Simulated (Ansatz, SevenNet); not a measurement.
Polycrystal shear modulus (GPa) of 29 elemental solids other than molecular ones, computed with the machine-learned potential SevenNet-0 (trained on PBE and PBE+U data) and with r²SCAN (Ansatz, a quantum-chemistry and plane-wave program, PAW). The set holds measured phases with no doubt noted on the run or the magnetic state but for the caveats below. 4 more of the class have both values but aren't in it, for one of these reasons: built or high-temperature cells, doubts on the run or the magnetic state, unlike cells, values of zero, layered or molecular crystals. Solids without a value at one level (not run, failed, or a magnetic order lost), or held back for tests, aren't counted.

All rows, in order of the shift (worked out from unrounded values):

```csv
solid,SevenNet-0,r²SCAN,shift (%)
bcc K,2.52,1.23,-51
fcc Sr,7.38,5.19,-30
fcc Pd,45.0,39.5,-12.1
bcc Li,5.14,5.01,-2.4
fcc Pt,47.6,52.0,+9.4
fcc Ca,6.97,9.46,+36
diamond-structure Si,50.6,68.6,+36
bcc Na,2.23,3.06,+37
fcc Cu,37.7,59.2,+57
fcc Al,22.4,35.5,+59
fcc Ag,15.7,29.8,+90
diamond,275,549,+100
fcc Pb,4.65,10.3,+121
hcp Mg,10.2,23.9,+134
fcc Rh,62.6,164,+162
hcp Sc,10.4,27.6,+166
fcc Au,7.81,22.7,+191
double-hcp La,4.37,13.8,+215
hcp Zn,14.8,52.7,+257
hcp Tc,40.8,146,+258
fcc Ir,64.1,239,+273
hcp Be,43.6,173,+296
hcp Re,38.5,181,+372
diamond-structure Ge,11.5,55.4,+380
hcp Os,55.1,281,+411
hcp Y,4.80,24.7,+416
hcp Ti,9.84,51.9,+427
hcp Cd,3.45,24.7,+614
hcp Zr,5.10,40.9,+702
```

The shift from SevenNet-0 to r²SCAN has a median of +162 %, and eight in ten lie between -4.4 % and +418 %; r²SCAN is the larger in 25 of 29. Each level is at its own cell, so the shift holds the change of volume too.

Ansatz's runs of these crystals have no spin polarisation. Meta-GGA and hybrid levels favour moments, which can bear on fcc Pd, hcp Sc, fcc Pt, hcp Ti, hcp Y, fcc Rh.

Spin–orbit coupling is left out, also for the solids with elements from indium on (fcc Pt, hcp Os, double-hcp La, fcc Ir, hcp Re, fcc Pb, fcc Au); its size isn't shown.

Each level is taken at its own relaxed cell. Ansatz's density-functional and Hartree–Fock values are scalar-relativistic unless marked +SOC, with PAW data made under PBE.
